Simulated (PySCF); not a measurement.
# Bond curve of AlB

Set-up: PySCF, no relativity, basis sets Al aug-pcseg-1, B aug-pcseg-1. Energies in eV from Al + B in their ground configurations at the same level. State: ³Σ⁻ (triplet), unpaired electrons π ↑↑.

All columns are PBE0. A positive dipole means Al(−)B(+).

```tsv
R (Å)	E (eV)	μ (D)	Mulliken charge on Al (basis-dependent)	HOMO (eV)	LUMO (eV)	Mayer bond order	⟨S²⟩
1.748	-1.424	-1.37	0.42	-6.29	-3.23	1.53	2.39
1.829	-1.797	-1.46	0.47	-6.12	-3.31	1.48	2.35
1.910	-2.001	-1.56	0.51	-5.96	-3.39	1.44	2.30
1.971	-2.071	-1.63	0.54	-5.86	-3.43	1.40	2.26
2.032	-2.089	-1.71	0.56	-5.76	-3.47	1.37	2.23
2.093	-2.067	-1.80	0.58	-5.66	-3.50	1.33	2.19
2.174	-1.992	-1.93	0.60	-5.54	-3.52	1.27	2.14
2.276	-1.850	-2.10	0.61	-5.40	-3.54	1.21	2.09
2.398	-1.641	-2.30	0.60	-5.25	-3.54	1.15	2.05
2.560	-1.343	-2.56	0.56	-5.06	-3.51	1.09	2.03
```

A fit through these points gives, at Re = 2.026 Å, μ = -1.71 D and dμ/dR = -1.38 D/Å; the reduced mass is 7.819 u.

How strong is the fundamental in the double-harmonic approximation, I = 42.26·(dμ/dR)²/μred km/mol?

I = 42.26·(-1.38)²/7.819 = 10.3 km/mol at PBE0.

The state was picked by a PBE0 search and need not be the measured ground state.
